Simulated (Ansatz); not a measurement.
Results of BLYP in Ansatz (plane waves, PAW) for chalcopyrite CdSnAs2.

Run with plane-wave cutoff 520 eV, 8×8×8 k mesh, Fermi–Dirac smearing 0.01 eV, scalar-relativistic PAW data made under PBE.

Computed at the level's own relaxed cell.

Question: What does this level give for the pressure derivative B′ of the bulk modulus, lattice parameter a and bulk modulus?

Answer: 
- pressure derivative B′ of the bulk modulus: 4.8
- lattice parameter a: 6.342 Å
- bulk modulus: 38.8 GPa

The run finds no gap.

Note: the gap of the solid is closed in this run; the relaxation could not lower the start's symmetry, so the cell can be a saddle point above a distorted one; this level leaves the solid without a gap, although one is measured; the bulk modulus comes from volumes at which shape and atoms were relaxed.

Spin–orbit coupling is not included; it can open a gap where bands touch, and shift volumes and moduli.

Cost on a shared machine: roughly 50 core-minutes.

Ansatz is a quantum-chemistry and plane-wave program.
